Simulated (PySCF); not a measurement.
carbon tetrachloride (CCl4), SMILES ClC(Cl)(Cl)Cl. Atoms are numbered in the order given.

```xyz
5

Cl     1.0195     1.0195    -1.0195
C      0.0000     0.0000     0.0000
Cl    -1.0195     1.0195     1.0195
Cl    -1.0195    -1.0195    -1.0195
Cl     1.0195    -1.0195     1.0195
```
Charge 0, spin multiplicity 1.

The structure is a stationary point at ωB97X-D3(BJ)/def2-SVP.

All values below come from B3LYP/def2-TZVP in PySCF.

Symmetry labels are those of the subgroup D2 that the program uses (full group Td).

Problem. List the valence orbital energies around the gap with their symmetry. (An estimate is asked for; the answer gives what the named calculation found.)

Solution. 
```tsv
orbital	symmetry	energy (eV)
HOMO−7	A	-10.42
HOMO−6	A	-10.42
HOMO−5	B1	-9.70
HOMO−4	B2	-9.70
HOMO−3	B3	-9.70
HOMO−2	B1	-8.77
HOMO−1	B2	-8.77
HOMO	B3	-8.77
LUMO	A	-1.73
LUMO+1	B1	-0.34
LUMO+2	B2	-0.34
LUMO+3	B3	-0.34
```
